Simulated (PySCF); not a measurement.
B(Cl)3 anion (BCl3), SMILES ClB(Cl)Cl (connectivity only; charge and spin as stated), charge -1, multiplicity 2. Atoms are numbered in the order given.

```xyz
4

B      0.0000     0.0000    -0.4893
Cl     1.5514    -0.8957     0.0480
Cl    -1.5514    -0.8957     0.0480
Cl     0.0000     1.7914     0.0480
```
Charge -1, spin multiplicity 2.

The structure is a stationary point at B3LYP-D3(BJ)/def2-SVPD. The spin state was assumed, not searched. The isomer is the one that the SMILES or the coordinates give; other isomers of the formula were not compared.

Calculation: PySCF with B3LYP/pcH-1.

Unrestricted Kohn–Sham, ⟨S²⟩ = 0.752. Hyperfine tensors hold the contact and dipolar terms, without spin-orbit corrections.

Computed hyperfine couplings:
```tsv
nucleus	A(iso) (MHz)	A(iso) (G)	dipolar principal values (MHz)
11B no. 1	571.4	203.9	-37.3, -37.3, 74.6
35Cl no. 2	38.0	13.6	-14.9, -12.6, 27.4
35Cl no. 3	38.0	13.6	-14.9, -12.6, 27.4
35Cl no. 4	38.0	13.6	-14.9, -12.6, 27.4
```

Problem. And the g tensor (effective nuclear charges for spin-orbit coupling, GIAO)? (Estimate from the structure and the level; the computed values follow.)

Solution. principal values 2.0013, 2.0067, 2.0067; isotropic 2.0049.
